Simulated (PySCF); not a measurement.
Record of a relaxation.

Species: FH5Si2.
Bonds: F1–Si2, Si2–Si3. Hydrogens: H4, H5 on Si2; H6, H7, H8 on Si3.

Computed by this run: PBE0-D3(BJ)/def2-SVP geometry optimisation, gas phase in PySCF 2.14.0; density fitting, grid level 1; the optimiser is geomeTRIC in internal coordinates, started from a GFN2-xTB structure with every atom displaced at random (about 0.01 Å). The frame can shift and turn from step to step; on so coarse a grid that alone can change the energy by a few meV, and forces under 0.02 eV/Å are noise.

Step 0: E = -18538.0243 eV, largest atomic force 1.161 eV/Å
```
atom  x, y, z in Å  |  force x, y, z in eV/Å
F1      1.867    0.109    1.210   -0.201   0.147   0.469
Si2     1.104   -0.073   -0.221    0.921  -0.034   0.706
Si3    -1.184    0.056    0.114    0.217   0.159   0.255
H4      1.668   -1.356   -0.664   -0.286  -0.523  -0.472
H5      1.707    0.979   -1.043   -0.156   0.446  -0.572
H6     -1.595    1.357    0.662    0.035   0.467   0.155
H7     -1.655   -0.971    1.042   -0.080  -0.509   0.380
H8     -1.857   -0.120   -1.153   -0.449  -0.153  -0.921
```

Step 1: E = -18538.1490 eV, largest atomic force 0.842 eV/Å
```
atom  x, y, z in Å  |  force x, y, z in eV/Å
F1      2.045    0.286    1.328    0.205  -0.029  -0.052
Si2     1.446    0.082   -0.171   -0.727   0.021  -0.425
Si3    -0.894    0.175   -0.029    0.025   0.021   0.074
H4      1.806   -1.242   -0.754    0.286  -0.019   0.164
H5      1.894    1.167   -1.095    0.239  -0.008   0.160
H6     -1.295    1.515    0.496   -0.070  -0.006   0.029
H7     -1.375   -0.898    0.893   -0.054   0.022   0.014
H8     -1.528   -0.023   -1.374    0.095  -0.002   0.035
```

Step 2: E = -18538.1889 eV, largest atomic force 0.166 eV/Å
```
atom  x, y, z in Å  |  force x, y, z in eV/Å
F1      2.055    0.281    1.282    0.057   0.016   0.138
Si2     1.421    0.080   -0.203   -0.114  -0.013  -0.121
Si3    -0.918    0.179   -0.020    0.006   0.012   0.015
H4      1.872   -1.241   -0.731    0.008  -0.013   0.002
H5      1.950    1.165   -1.080   -0.002   0.009  -0.021
H6     -1.333    1.515    0.508    0.006  -0.020   0.003
H7     -1.406   -0.892    0.903    0.011   0.014  -0.003
H8     -1.541   -0.022   -1.365    0.028  -0.005  -0.013
```

Step 3: E = -18538.1897 eV, largest atomic force 0.043 eV/Å
```
atom  x, y, z in Å  |  force x, y, z in eV/Å
F1      2.054    0.284    1.285    0.017   0.008   0.036
Si2     1.417    0.081   -0.203   -0.026  -0.004  -0.034
Si3    -0.917    0.178   -0.019   -0.002   0.004   0.005
H4      1.871   -1.241   -0.728    0.001   0.000   0.005
H5      1.945    1.164   -1.083   -0.004  -0.003  -0.006
H6     -1.335    1.513    0.508   -0.001  -0.004   0.002
H7     -1.405   -0.892    0.903    0.001   0.002   0.001
H8     -1.531   -0.025   -1.369    0.013  -0.003  -0.008
```

Step 4: E = -18538.1899 eV, largest atomic force 0.022 eV/Å
```
atom  x, y, z in Å  |  force x, y, z in eV/Å
F1      2.054    0.291    1.287   -0.004   0.003  -0.017
Si2     1.416    0.082   -0.201    0.013   0.002   0.018
Si3    -0.918    0.178   -0.019   -0.003  -0.001   0.001
H4      1.871   -1.241   -0.722   -0.001   0.000   0.005
H5      1.941    1.163   -1.087   -0.002  -0.002  -0.002
H6     -1.339    1.511    0.507   -0.003   0.000  -0.002
H7     -1.405   -0.893    0.902   -0.003  -0.002  -0.001
H8     -1.521   -0.028   -1.373    0.002  -0.001  -0.003
```

Q: Summarise the path.

A: The energy falls by 0.1655 eV from step 0 to step 4; nine tenths of that is first reached at step 2. It falls at every step. The largest force goes from 1.161 to 0.022 eV/Å. Among the bonds Si3–H8 changes most, from 1.445 to 1.496 Å; the atoms move by 0.071 Å rms after alignment.

The cost below is that of the whole optimisation. Time: 7.9 s of wall time; peak memory 0.31 GiB. Hardware: an Arm Neoverse V1 with one thread, no GPU (shared host).
